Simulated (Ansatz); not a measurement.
# [HSO2]− (SMILES O=[SH][O-]) at MP2/STO-3G

What is the vertical ionisation energy of [HSO2]− at MP2/STO-3G? 

Program for the calculation: Ansatz 0.2.0.

11 further runs of the same task are left out: 9 that didn't finish, 2 set aside as unsound or not needed.

### Step 1. The structure to begin with

[HSO2]− has 4 atoms, charge -1, and is taken as a singlet. SMILES: `O=[SH][O-]`. The shape is that of a GFN2-xTB optimisation.

Bond lengths: O1–S2 1.485 Å, S2–O3 1.486 Å, S2–H4 1.617 Å. Angles: O1–S2–O3 112.7°, O1–S2–H4 101.0°, O3–S2–H4 101.0°.

### Step 2. A single-point energy at MP2/STO-3G

File job.yaml:

```yaml
crystal:
  periodic: [false, false, false]
  atoms:
    - {symbol: O, position_ang: [-1.198220, 0.078790, 0.730410]}
    - {symbol: S, position_ang: [-0.199070, -0.294820, -0.302710]}
    - {symbol: O, position_ang: [1.007500, -0.941190, 0.274450]}
    - {symbol: H, position_ang: [0.389790, 1.157220, -0.702150]}
basis:
  gaussian:
    orbitals: STO-3G
total_charge: -1
correlation:
  method: mp2
  frozen_orbitals: {H: 0, O: 1, S: 5}
accuracy: high
```

Run with:

```
$ ansatz run job.yaml --threads 1 --pin off --max-ram 2610MiB --events-out events.jsonl --progress --plain --runs-dir runs
```

What it wrote:

```text
Warning: RAYON_NUM_THREADS=1 ignored (pool sized by the plan → 1); use --threads N
Functional definition: HF
  name "HF"
  exchange = exact_x
  correlation = 0
361 factors; integrals over basis functions are off by at most 3.3e-8 eV
mean field evaluation 1: about -14716.6080 eV, gradient 3.2e1 eV
mean field evaluation 2: about -14716.7293 eV, gradient 3.2e1 eV
mean field evaluation 4: about -14720.7240 eV, gradient 2.5e0 eV
mean field evaluation 8: about -14720.7807 eV, gradient 1.4e-4 eV
mean field -14720.78074312 eV, -540.9787142062 hartree, gradient 1.8e-8 eV, S^2 0.000000; 0 other end points of the search recorded, 0 dependent functions left out
7 core orbitals not correlated: weight in the atoms' cores, before any rotation towards them, 1.000 or more for the frozen orbitals, at most 0.000 for the correlated occupied ones
reference -14720.78074312 eV, -540.9787142062 hartree; 10, 10 occupied and 3, 3 virtual orbitals, 361 factors
second order -2.80203053 eV of doubles, -0.00000000 eV of singles
Total energy: -14723.58277366 eV, -541.0816869290 hartree
```

It took 0.12 s on 1 thread of Arm Neoverse V2, shared host.

### Step 3. Doublet neutral HSO2, same level

File input.yaml:

```yaml
crystal:
  periodic: [false, false, false]
  atoms:
    - {symbol: O, position_ang: [-1.198220, 0.078790, 0.730410]}
    - {symbol: S, position_ang: [-0.199070, -0.294820, -0.302710]}
    - {symbol: O, position_ang: [1.007500, -0.941190, 0.274450]}
    - {symbol: H, position_ang: [0.389790, 1.157220, -0.702150]}
basis:
  gaussian: {orbitals: STO-3G}
total_charge: 0
magnetization: {spin_polarized: true, initial_magnetization: 1}
correlation: {method: mp2, frozen_orbitals: {H: 0, O: 1, S: 5}}
accuracy: high
```

Run with:

```
$ ansatz run input.yaml --threads 1 --pin off --max-ram 2610MiB --events-out events.jsonl --progress --plain --runs-dir runs
```

What it wrote (excerpt; [...] marks lines left out):

```text
Warning: RAYON_NUM_THREADS=1 ignored (pool sized by the plan → 1); use --threads N
[... 2 set-up lines as earlier in the session ...]
[...]
361 factors; integrals over basis functions are off by at most 3.3e-8 eV
[...]
mean field -14725.20661187 eV, -541.1413618828 hartree, gradient 4.2e-8 eV, S^2 1.087248; 10 other end points of the search recorded, 0 dependent functions left out
7 core orbitals not correlated: weight in the atoms' cores, before any rotation towards them, 1.000 or more for the frozen orbitals, at most 0.000 for the correlated occupied ones
reference -14725.20661187 eV, -541.1413618828 hartree; 10, 9 occupied and 3, 4 virtual orbitals, 361 factors
second order -2.56639239 eV of doubles, -0.00000000 eV of singles
Total energy: -14727.77300426 eV, -541.2356750635 hartree
```

Run time: 0.46 s. Hardware: 1 thread of Arm Neoverse V2, shared host.

### Step 4. Outcome

At MP2/STO-3G, 7 core orbitals frozen:

```
                                                         quantity          value
                                    singlet [HSO2]−: total energy  -541.08169 Eh
     singlet [HSO2]−: correlation energy (7 core orbitals frozen)     -103.0 mEh
                               doublet neutral HSO2: total energy  -541.23568 Eh
doublet neutral HSO2: correlation energy (7 core orbitals frozen)      -94.3 mEh
          doublet neutral HSO2: ⟨S²⟩ of the reference determinant          1.087
              vertical detachment energy (to the doublet neutral)      -4.190 eV
```

**Reading.** The species is unbound against losing an electron at this level, by 4.19 eV (−404 kJ/mol); missing correlation or diffuse functions can give that sign where the real anion is bound. In a minimal basis such a difference can be off by several eV, whatever the method. ⟨S²⟩ (doublet neutral HSO2) is 1.09 where a pure doublet has 0.75: the reference is spin-contaminated.
